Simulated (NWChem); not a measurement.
System: ethanol (C₂H₆O); SMILES C(C)O

```xyz
9

C      0.2487    -1.2036     0.0330
C     -0.5415     0.0900    -0.0189
O      0.2657     1.2331     0.0847
H     -0.4167    -2.0808     0.0084
H      0.8528    -1.2501     0.9518
H      0.9345    -1.2858    -0.8272
H     -1.1654     0.1124    -0.9364
H     -1.2425     0.1340     0.8303
H      0.8768     1.2319    -0.6592
```
Atoms are numbered in this order, from 1.

All runs: NWChem. Pople sets run with spherical d functions. The geometry was optimised at PBE0/def2-SVP. Level: M06-2X/6-31G* with COSMO at NWChem's default radii, gas-phase geometry; rows give the dielectric constant.

| dielectric constant | electrostatic solvation energy (kcal/mol) | dipole in solution (D) |
|---|---|---|
| 2.0 | -2.5 | 1.88 |
| 4.8 | -4.1 | 2.01 |
| 25.0 | -5.0 | 2.09 |
| 37.5 | -5.1 | 2.10 |
| 78.4 | -5.2 | 2.11 |
